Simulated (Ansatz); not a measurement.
**doublet H3NO+ at 6 levels**

Aim: a comparison of 6 runs (U-r2SCAN/STO-3G, UB2PLYP/STO-3G, UB3LYP/STO-3G, UBHLYP/STO-3G, UBCCD(T)/STO-3G, UCCSD/STO-3G) of doublet H3NO+. 

The results are computed with Ansatz 0.2.0.

51 further runs of the same task are left out: 1 that didn't finish, 50 set aside as unsound or not needed.

## Step 1: The molecule

The species is H3NO+ (5 atoms), meant as a doublet with charge +1. SMILES of the parent species: `NO`. The coordinates come from a GFN2-xTB relaxation. This is one conformer, not always the lowest. That shape belongs to the parent species and isn't relaxed for this state.

Bond lengths: N1–O2 1.432 Å, N1–H3 1.020 Å, N1–H4 1.020 Å, O2–H5 0.966 Å. Angles: N1–O2–H5 105.0°, O2–N1–H3 105.6°, O2–N1–H4 105.6°, H3–N1–H4 107.4°.

## Step 2: The energy at U-r2SCAN/STO-3G (run 1)

in.yaml reads:

```yaml
basis:
  gaussian:
    orbitals: STO-3G
crystal:
  periodic: [false, false, false]
  atoms:
    - {symbol: "N", position_ang: [-0.178910, -0.366440, -0.312920]}
    - {symbol: O, position_ang: [0.371730, 0.674250, 0.501760]}
    - {symbol: H, position_ang: [-0.161770, -1.206140, 0.265260]}
    - {symbol: H, position_ang: [-1.156690, -0.114310, -0.454620]}
    - {symbol: H, position_ang: [1.125640, 1.012630, 0.000530]}
total_charge: 1
magnetization:
  spin_polarized: true
  initial_magnetization: 1
hamiltonian:
  xc: r2scan
accuracy: high
```

Command:

```bash
ansatz run in.yaml --threads 1 --pin off --max-ram 2610MiB --events-out events.jsonl --progress --plain --runs-dir runs
```

Output:

```text
Warning: RAYON_NUM_THREADS=1 ignored (pool sized by the plan → 1); use --threads N
Functional definition: r2SCAN
  name "r2SCAN"
  parameter k0 = 0.174
  parameter k1 = 0.065
  parameter a1 = 4.9479
  exchange = r2scan_x(k0 = k0, k1 = k1, a1 = a1)
  correlation = r2scan_c
209 factors; integrals over basis functions are off by at most 3.8e-8 eV
mean field evaluation 1: about -3523.9948 eV, gradient 1.6e1 eV
mean field evaluation 2: about -3514.3052 eV, gradient 4.1e1 eV
mean field evaluation 4: about -3525.7320 eV, gradient 3.5e0 eV
mean field evaluation 8: about -3525.7706 eV, gradient 5.9e-2 eV
mean field evaluation 16: about -3525.7706 eV, gradient 7.4e-5 eV
mean field evaluation 32: about -3525.7367 eV, gradient 9.7e-1 eV
mean field -3525.77064998 eV, -129.5696815336 hartree, gradient 3.7e-8 eV, S^2 0.753592; 3 other end points of the search recorded, 0 dependent functions left out
reference -3525.77065075 eV, -129.5696815619 hartree; 9, 8 occupied and 4, 5 virtual orbitals, 209 factors
Total energy: -3525.77065075 eV, -129.5696815619 hartree
```

Wall time 3.9 s (1 thread of Arm Neoverse V1, shared host); peak memory 0.18 GiB.

## Step 3: The energy at UB2PLYP/STO-3G (run 2)

molecule.yaml reads:

```yaml
crystal:
  periodic: [false, false, false]
  atoms:
    - symbol: "N"
      position_ang: [-0.178910, -0.366440, -0.312920]
    - symbol: O
      position_ang: [0.371730, 0.674250, 0.501760]
    - symbol: H
      position_ang: [-0.161770, -1.206140, 0.265260]
    - symbol: H
      position_ang: [-1.156690, -0.114310, -0.454620]
    - symbol: H
      position_ang: [1.125640, 1.012630, 0.000530]
basis:
  gaussian:
    orbitals: STO-3G
magnetization:
  spin_polarized: true
  initial_magnetization: 1
correlation:
  frozen_orbitals: {H: 0, "N": 1, O: 1}
accuracy: high
hamiltonian:
  xc: {name: B2PLYP}
total_charge: 1
```

Command:

```bash
ansatz run molecule.yaml --threads 1 --pin off --max-ram 2610MiB --events-out events.jsonl --progress --plain --runs-dir runs
```

Output, cut to the lines that bear on the results:

```text
Warning: RAYON_NUM_THREADS=1 ignored (pool sized by the plan → 1); use --threads N
Functional definition: B2PLYP
  name "B2PLYP"
[...]
209 factors; integrals over basis functions are off by at most 3.8e-8 eV
[...]
mean field -3521.28608329 eV, -129.4048767475 hartree, gradient 3.4e-8 eV, S^2 0.757646; 2 other end points of the search recorded, 0 dependent functions left out
2 core orbitals not correlated: weight in the atoms' cores, before any rotation towards them, 1.000 or more for the frozen orbitals, at most 0.000 for the correlated occupied ones
reference -3521.28609851 eV, -129.4048773069 hartree; 7, 6 occupied and 4, 5 virtual orbitals, 209 factors
second order -3.28410968 eV of doubles, -0.00000000 eV of singles
Total energy: -3522.17280813 eV, -129.4374632842 hartree
```

Run time: 1.6 s. Hardware: 1 thread of Arm Neoverse V1, shared host; peak memory 0.11 GiB.

## Step 4: The energy at UB3LYP/STO-3G (run 3)

run.yaml reads:

```yaml
crystal:
  periodic: [false, false, false]
  atoms:
    - symbol: N
      position_ang: [-0.178910, -0.366440, -0.312920]
    - symbol: O
      position_ang: [0.371730, 0.674250, 0.501760]
    - symbol: H
      position_ang: [-0.161770, -1.206140, 0.265260]
    - symbol: H
      position_ang: [-1.156690, -0.114310, -0.454620]
    - symbol: H
      position_ang: [1.125640, 1.012630, 0.000530]
basis:
  gaussian: {orbitals: STO-3G}
total_charge: 1
magnetization: {spin_polarized: true, initial_magnetization: 1}
hamiltonian: {xc: {name: B3LYP}}
accuracy: high
```

Command:

```bash
ansatz run run.yaml --threads 1 --pin off --max-ram 2610MiB --events-out events.jsonl --progress --plain --runs-dir runs
```

Output:

```text
Warning: RAYON_NUM_THREADS=1 ignored (pool sized by the plan → 1); use --threads N
Functional definition: B3LYP
  name "B3LYP"
  parameter a0 = 0.2
  parameter ax = 0.72
  parameter ac = 0.81
  exchange = (1 - a0 - ax)*slater_x + ax*b88_x + a0*exact_x
  correlation = (1 - ac)*vwn_rpa_c + ac*lyp_c
209 factors; integrals over basis functions are off by at most 3.8e-8 eV
mean field evaluation 1: about -3524.8769 eV, gradient 1.7e1 eV
mean field evaluation 2: about -3516.0167 eV, gradient 4.0e1 eV
mean field evaluation 4: about -3526.8086 eV, gradient 3.9e0 eV
mean field evaluation 8: about -3526.9042 eV, gradient 1.2e-1 eV
mean field evaluation 16: about -3526.9044 eV, gradient 4.1e-4 eV
mean field evaluation 32: about -3526.8788 eV, gradient 1.5e0 eV
mean field -3526.90438822 eV, -129.6113456453 hartree, gradient 1.6e-8 eV, S^2 0.753351; 2 other end points of the search recorded, 0 dependent functions left out
reference -3526.90441190 eV, -129.6113465157 hartree; 9, 8 occupied and 4, 5 virtual orbitals, 209 factors
Total energy: -3526.90441190 eV, -129.6113465157 hartree
```

Wall time 1.7 s (1 thread of Arm Neoverse V1, shared host); peak memory 0.11 GiB.

Runs 4 to 5 aren't shown in full; the table further down has their settings and results.

## Step 5: A single-point energy at UCCSD/STO-3G (run 6)

run.yaml: that of step 4 with these lines changed.

```diff
@@ -15,5 +15,6 @@
   gaussian: {orbitals: STO-3G}
+magnetization: {spin_polarized: true, initial_magnetization: 1}
+accuracy: high
+correlation: {method: ccsd, frozen_orbitals: {H: 0, "N": 1, O: 1}}
+scf: {omitted_lower_state_checks: [cluster_reference, increment]}
 total_charge: 1
-magnetization: {spin_polarized: true, initial_magnetization: 1}
-hamiltonian: {xc: {name: B3LYP}}
-accuracy: high
```

Command:

```bash
ansatz run run.yaml --threads 1 --pin off --max-ram 2610MiB --events-out events.jsonl --progress --plain --runs-dir runs
```

Output, cut to the lines that bear on the results:

```text
Warning: RAYON_NUM_THREADS=1 ignored (pool sized by the plan → 1); use --threads N
Functional definition: HF
  name "HF"
[...]
209 factors; integrals over basis functions are off by at most 3.8e-8 eV
[...]
mean field -3509.94262753 eV, -128.9880124371 hartree, gradient 1.5e-8 eV, S^2 0.760424; 2 other end points of the search recorded, 0 dependent functions left out
2 core orbitals not correlated: weight in the atoms' cores, before any rotation towards them, 1.000 or more for the frozen orbitals, at most 0.000 for the correlated occupied ones
reference -3509.94262753 eV, -128.9880124371 hartree; 7, 6 occupied and 4, 5 virtual orbitals, 209 factors
second order -2.31542519 eV of doubles, -0.00000000 eV of singles
cycle   1  -2.81009498 eV  change   -4.9e-1 eV  update   6.5e-2
[...]
cycle  34  -3.16730025 eV  change   2.4e-10 eV  update  9.9e-10
Total energy: -3513.10992778 eV, -129.1044085743 hartree
Checks for a lower state left out: cluster_reference, increment
```

Wall time 0.2 s (1 thread of Arm Neoverse V1, shared host).

## Step 6: All runs side by side

```tsv
run	level	frozen core orbitals	energy (Eh)	⟨S²⟩	wall time
1	U-r2SCAN/STO-3G	–	-129.569682	0.754	3.9 s
2	UB2PLYP/STO-3G	2	-129.437463	0.758	1.6 s
3	UB3LYP/STO-3G	–	-129.611347	0.753	1.7 s
4	UBHLYP/STO-3G	–	-129.560229	0.757	1.3 s
5	UBCCD(T)/STO-3G	2	-129.105440	0.760	0.26 s
6	UCCSD/STO-3G	2	-129.104409	0.760	0.2 s
```

## Step 7: Outcome

| quantity | value |
| --- | --- |
| run 6: total energy | -129.10441 Eh |
| run 6: correlation energy (2 core orbitals frozen) | -116.4 mEh |
| run 6: ⟨S²⟩ of the reference determinant | 0.760 |
| run 6: T1 diagnostic | 0.026 |

Totals of different functionals can't be ranked against each other. In runs 1, 2, 3, 4, 5, 6 the basis is minimal, so the values are rough. All runs together took 9 s, the longest 3.9 s.
